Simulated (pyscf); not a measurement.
## Concerted two-bond exchange: B–F (SMILES [B]F) [singlet] + NH₃ (SMILES N) → HN=B–F (SMILES N=BF) + H₂ (SMILES [H][H])

Gas phase, singlet surface, charge 0. Bonds broken: N3–H4, N3–H5. Bonds formed: B1–N3, H4–H5. Structures and frequencies: ωB97X-D3(BJ)/def2-SVP in PySCF.

Transition state (Å):

```xyz
6

B      0.9618     1.1215     0.5409
F      1.4341     1.1960    -0.6782
N     -0.2265     0.4464     0.8835
H     -1.0918     0.6488     0.2936
H     -1.0875    -0.5987    -0.0690
H     -0.4885     0.1255     1.8087
```

One imaginary mode, 1430i cm⁻¹; descent along it reached the two sides named.

```json
[
 {"bond": "N3–H4", "change": "breaks", "reactant side (Å)": "1.020", "saddle": "1.067", "product side": "2.7"},
 {"bond": "N3–H5", "change": "breaks", "reactant side (Å)": "1.021", "saddle": "1.656", "product side": "3.5"},
 {"bond": "B1–N3", "change": "forms", "reactant side (Å)": "2.512", "saddle": "1.409", "product side": "1.241"},
 {"bond": "H4–H5", "change": "forms", "reactant side (Å)": "1.644", "saddle": "1.299", "product side": "0.761"}
]
```

Electronic energies relative to the separated reactants (kcal/mol):

```tsv
level	barrier	reaction energy	reverse barrier
ωB97X-D3(BJ)/def2-TZVP	63.1	-29.8	92.9
PBE/def2-TZVP	35.7	-34.3	70.0
r²SCAN/def2-TZVP	41.2	-34.8	76.0
B3LYP-D3(BJ)/def2-TZVP	46.9	-33.7	80.6
PBE0-D3(BJ)/def2-TZVP	47.2	-32.1	79.3
M06-2X/def2-TZVP	56.5	-33.9	90.4
ωB97M-D3(BJ)/def2-TZVP	60.2	-28.8	89.0
HF/def2-TZVP	91.0	-22.6	113.6
```

With ωB97M-D3(BJ)/def2-TZVP energies and thermal terms (ideal gas, 1 atm, RRHO with modes under 100 cm⁻¹ raised to 100, one conformer, R ln 2 for chiral ones without a mode under 150 cm⁻¹), in kcal/mol:

```tsv
T (K)	ΔH‡	ΔG‡	ΔH	ΔG
298	55.8	64.5	-33.0	-30.9
600	56.2	73.2	-31.7	-29.3
900	57.0	81.6	-30.5	-28.3
1200	57.8	89.7	-29.6	-27.8
```

The reactants may also form a dative adduct at B–F [singlet]; it and routes through it were not searched. The same reactants have a lower exit, to H₂N–BH–F (barrier +23.5 kcal/mol at ωB97M-D3(BJ)/def2-TZVP, against +60.2 kcal/mol here). One saddle was located; it need not be the lowest between these sides. One closed-shell reference is unstable to symmetry breaking; treat the single-reference values with care.
